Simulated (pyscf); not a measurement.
Optimised with ωB97X-D3(BJ)/def2-SVP in PySCF. Correlated levels are frozen-core, on RHF or UHF. ΔMP2 is the change of the MP2 total energy from the triple- to the quadruple-zeta basis.

SMILES: [CH3][GaH][NH2]
```xyz
9

C      0.5747    -0.0448    -0.0157
Ga    -1.1191    -0.9043     0.4795
N     -1.5534    -1.0139     2.2394
H      0.3911     0.8189    -0.6755
H      1.1325     0.3064     0.8660
H      1.2158    -0.7467    -0.5738
H     -2.1546    -1.5178    -0.5233
H     -2.4027    -1.4382     2.5941
H     -0.9762    -0.6600     2.9940
```
Charge 0, spin multiplicity 1.

How much does it cost (ΔH, 298 K, CCSD(T)/def2-TZVPP + ΔMP2(QZVPP)) to split H₃C–GaH–NH₂ at its C–Ga bond into CH₃• + [H₂N–GaH]•?

C–Ga to CH₃• + [H₂N–GaH]•: 332.1 kJ/mol. The radicals are drawn with the spin at the cut bond; how far it spreads was not checked. Other isomers of [H₂N–GaH]• were not searched in full and may lie lower. The CCSD(T) − MP2 part came from Ansatz, without density fitting, on the same reference. The frozen core leaves the outer d or s,p core shells of the metals and heavy elements correlated in the MP2 and CC values, and def2-TZVPP describes them poorly, which can shift differences by a few kcal/mol. Elements up to Kr have no core potential and no relativistic terms here.
